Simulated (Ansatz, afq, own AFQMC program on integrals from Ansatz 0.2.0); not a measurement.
SiH⁺, singlet: AFQMC among the cluster methods

```yaml
atoms:
  - { symbol: Si, position_ang: [0.0000, 0.0000, 0.0000] }
  - { symbol: H, position_ang: [0.0000, 0.0000, 1.5317] }
```

Basis cc-pVTZ. Only valence electrons are correlated. Integrals, coupled cluster, full CI and functionals: Ansatz 0.2.0; the random walks run on the same integrals in our own AFQMC program. ph-AFQMC/CISD is guided by a CISD state made of CCSD amplitudes; releasing the constraint for a short imaginary time cuts its bias at the price of noise, slowly where states lie close. ± is one standard error of the sampling.

Determinant: UHF, the one that the program's search chose, which needn't be the lowest solution. The geometry is a PBE0/def2-TZVP stationary point of this or a neighbouring charge and spin state.

Full CI on the same integrals is exact in this basis and with this determinant's frozen core.

Cautions: the determinant is a saddle point among determinants of its kind.

```
T1 diagnostic                               : 0.0114
weight of the determinant in the CISD state : 0.922
⟨S²⟩ of the determinant                     : 0.000
size of the correlated space                : 4 electrons in 43 orbitals
```

Reference: full CI, correlation energy -2.569 eV. The released energy is read at 2.40 1/Eh (meV from the phaseless value at times in 1/Eh: -0.9 ± 0.9 at 0.24, -1.8 ± 0.9 at 0.51, -1.9 ± 1.0 at 0.99, -2.5 ± 0.8 at 1.62, -2.5 ± 0.8 at 2.40).

```json
{"level": "HF", "E − E(reference) (kcal/mol)": "59.25", "share of correlation (%)": "0.00"}
{"level": "MP2", "E − E(reference) (kcal/mol)": "15.46", "share of correlation (%)": "73.90"}
{"level": "CCSD", "E − E(reference) (kcal/mol)": "1.31", "share of correlation (%)": "97.78"}
{"level": "CCSD(T)", "E − E(reference) (kcal/mol)": "0.29", "share of correlation (%)": "99.50"}
{"level": "CCSDT", "E − E(reference) (kcal/mol)": "0.04", "share of correlation (%)": "99.93"}
{"level": "CCSDT(Q)", "E − E(reference) (kcal/mol)": "0.01", "share of correlation (%)": "99.99"}
{"level": "ph-AFQMC/CISD", "E − E(reference) (kcal/mol)": "0.06 ± 0.02", "share of correlation (%)": "99.90"}
{"level": "released AFQMC", "E − E(reference) (kcal/mol)": "0.00 ± 0.02", "share of correlation (%)": "100.00"}
```

CCSDT and higher add their correlation energy to the determinant of the CCSD(T) run, since their own runs factorise the integrals more tightly (a shift of under 2 meV). A walk keeps the symmetry of its determinant, which the program's search chose and which needn't be the lowest solution, so a lower state of the same spin and another symmetry isn't excluded. Released energies are given only where the last usable release times agree within the noise; a slower fall can still hide under it.
